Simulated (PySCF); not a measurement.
Below is a simulated gas-phase C 1s photoelectron spectrum of `FC1=C[C@H]1F`.

Every computed line was given a Gaussian of 0.7 eV full width at half maximum and an area set by the number of equivalent atoms; the highest printed point is 100. Method used: delta-SCF UKS SCAN, pcX-2 on the ionised atom, pcseg-1 elsewhere, spin-free X2C in PySCF 2.14.0.

| binding energy (eV) | intensity |
| --- | --- |
| 290.7 | 0 |
| 290.8 | 1 |
| 290.9 | 2 |
| 291.0 | 4 |
| 291.1 | 7 |
| 291.2 | 13 |
| 291.3 | 22 |
| 291.4 | 32 |
| 291.5 | 41 |
| 291.6 | 48 |
| 291.7 | 50 |
| 291.8 | 46 |
| 291.9 | 38 |
| 292.0 | 28 |
| 292.1 | 19 |
| 292.2 | 11 |
| 292.3 | 6 |
| 292.4 | 3 |
| 292.5 | 1 |
| 292.6 | 0 |
| 292.7 | 0 |
| 292.8 | 0 |
| 292.9 | 0 |
| 293.0 | 0 |
| 293.1 | 1 |
| 293.2 | 3 |
| 293.3 | 6 |
| 293.4 | 13 |
| 293.5 | 24 |
| 293.6 | 41 |
| 293.7 | 60 |
| 293.8 | 80 |
| 293.9 | 95 |
| 294.0 | 100 |
| 294.1 | 94 |
| 294.2 | 80 |
| 294.3 | 60 |
| 294.4 | 40 |
| 294.5 | 24 |
| 294.6 | 13 |
| 294.7 | 6 |
| 294.8 | 3 |
| 294.9 | 1 |
| 295.0 | 0 |

Problem. Count the maxima, the lines and the sites behind this envelope.

Solution. The curve has 2 maxima (at 291.7 and 294.0 eV). Under it lie 3 lines from 3 inequivalent carbon sites. At this width some lines have no maximum of their own.

Problem. Decompose the envelope and assign each component. Numbering: `[F:1][C:2]1=[CH:3][C@H:4]1[F:5]`.

Solution. 
```
position (eV)  relative area  line  atoms         environment
       291.68              1  C 1s     C3    alkene CH carbon
       294.00              1  C 1s     C4      sp3 C–F carbon
       294.00              1  C 1s     C2  vinylic C–F carbon
```

Problem. What are the centre and the root-mean-square width of the whole band?

Solution. The area-weighted mean of the lines is 293.23 eV. Their own spread about it is 1.09 eV (rms) and each Gaussian has σ = 0.7/2.355 = 0.30 eV; the variances add, which gives 1.13 eV.

Lowest listed C 1s: C3, bonded to C (double bond), C and H. Highest, 2.32 eV above it: C2, bonded to F, C (double bond) and C. The widest gap between neighbouring values is 2.32 eV, between 291.68 and 294.00 eV. Summing the Pauling electronegativity differences to the bonded atoms, each weighted by its formal bond order, gives -0.35 for the lowest site and +1.43 for the highest; no listed site has a larger sum than the highest. The values 294.00 and 294.00 eV lie too close for their order to be trusted.

The curve has no shake-up lines and no vibrational structure. Geometry: PBE0-D3(BJ)/def2-SVP; no solvent, vibrations or thermal averaging.
